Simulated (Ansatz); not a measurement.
**AlH3Cl (doublet): wave-function methods side by side at distance Al1–H4 along a hydrogen transfer = 1.819 Å, cc-pVDZ**

An exercise on one series of results from a longer session: the logs are not shown, and one member is left open.

Computed with Ansatz 0.2.0, Gaussian basis. Level: cc-pVDZ, core rule «outside noble gas», up to 10 orbitals frozen.

The runs, in order: UHF; CCSD(T) on ROHF; CCSD(T) on UHF; BCCD(T) on ROHF; CISD; CCSDT(Q) on ROHF; CCSDT(Q) on UHF; CASSCF and MRCISD+Q, 3 electrons in 3 orbitals; CASSCF and NEVPT2, 3 electrons in 3 orbitals.

13 further runs of the same task are left out: 9 for a known fault of the program, 4 that didn't finish.

## The system

The geometry derives from fragments relaxed apart (PBE0/def2-TZVP) and kept rigid, so it is no stationary point. A hydrogen atom is moved between rigid fragments.

5 atoms, charge 0, spin multiplicity 2.

Atoms are counted from 1 here; the program's logs count them from 0.

Bond lengths: Al1–H2 1.586 Å, Al1–H3 1.586 Å, Al1–H4 1.819 Å, H4–Cl5 1.525 Å. Angles: H2–Al1–H3 120.0°, H2–Al1–H4 120.0°, H3–Al1–H4 120.0°, Al1–H4–Cl5 180.0°.

The first run:

The input, in.yaml:

```yaml
crystal:
  periodic: [false, false, false]
  atoms:
    - {symbol: Al, position_ang: [-1.814739, 0.000000, 0.000000]}
    - {symbol: H, position_ang: [-2.607663, 1.373384, 0.000000]}
    - {symbol: H, position_ang: [-2.607663, -1.373384, 0.000000]}
    - {symbol: H, position_ang: [0.004261, 0.000000, 0.000000]}
    - {symbol: Cl, position_ang: [1.529261, 0.000000, 0.000000]}
basis:
  gaussian: {orbitals: cc-pVDZ}
magnetization: {spin_polarized: true, initial_magnetization: 1}
hamiltonian: {xc: hf}
output: {orbitals: {seedname: orbitals}}
```

The run is started by

```
> ansatz run in.yaml --threads 1 --pin off --events-out ev --progress --plain --max-ram 2393MiB
```

Steps of the session up to this table: UHF; CCSD(T) on ROHF; CCSD(T) on UHF; BCCD(T) on ROHF; CISD; CCSDT(Q) on ROHF; CCSDT(Q) on UHF; CASSCF and MRCISD+Q, 3 electrons in 3 orbitals; CASSCF and NEVPT2, 3 electrons in 3 orbitals.

One table of the session follows, with a row left open; its other results are not shown here.

It belongs to the step «Misses and costs». 

| method | from UCCSDT(Q) (kcal/mol) |
| --- | --- |
| ROHF | +160.86 |
| UHF | +157.29 |
| RMP2 | +24.99 |
| UMP2 | +26.15 |
| CISD | +16.33 |
| RCCSD | +3.58 |
| UCCSD | ? |
| RCCSD(T) | +0.73 |
| UCCSD(T) | +0.75 |
| BCCD(T) | +0.73 |
| RCCSDT | +0.24 |
| UCCSDT | +0.23 |
| RCCSDT(Q) | +0.01 |
| UCCSDT(Q) | 0 |
| CASSCF pair | +149.26 |
| NEVPT2 pair | +24.92 |
| MRCISD pair | +14.28 |
| MRCISD+Q pair | +1.04 |

**Question.** Estimate the row for UCCSD.

The run gave: from UCCSDT(Q) (kcal/mol): +3.46. In the column «from UCCSDT(Q) (kcal/mol)» it lies between MRCISD+Q pair (+1.04) and RCCSD (+3.58).

To keep in mind: Restricted and unrestricted rows rest on different reference determinants; where their highest levels disagree by more than a few hundredths of an eV, they describe different states and don't form one ladder.
